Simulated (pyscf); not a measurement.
This saddle point was located with ωB97X-D3(BJ)/def2-SVP in PySCF.

```xyz
9

Si     1.4546    -0.2741     0.9845
Si    -0.6772     1.4569    -0.9331
H     -0.3301     2.8035    -0.3949
H      1.2615    -1.7267     1.2689
H      2.8801     0.1283     1.1689
H      0.6214     0.3705    -0.4045
H     -1.9236     0.9466    -0.2930
H     -0.8350     1.5107    -2.4175
F      0.5519     0.5721     2.0584
```
Charge 0, spin multiplicity 2.

Surface: doublet, charge 0. Lowest wavenumbers (cm⁻¹): 1380i, 60, 91, 114, 268.

### Question
What reaction is this the transition state of?

### Answer
F–SiH₃ + SiH₃• ⇌ F–SiH₂• + SiH₄, a hydrogen abstraction read from left to right: H–Si broken and H–Si formed. At ωB97M-D3(BJ)/def2-TZVP it lies +11.0 kcal/mol from the left side and +8.9 kcal/mol from the right (each side as separated species at their lowest minima found). This is the saddle that the search found; another between the same sides may lie lower. The angle at the transferred H is 144°.
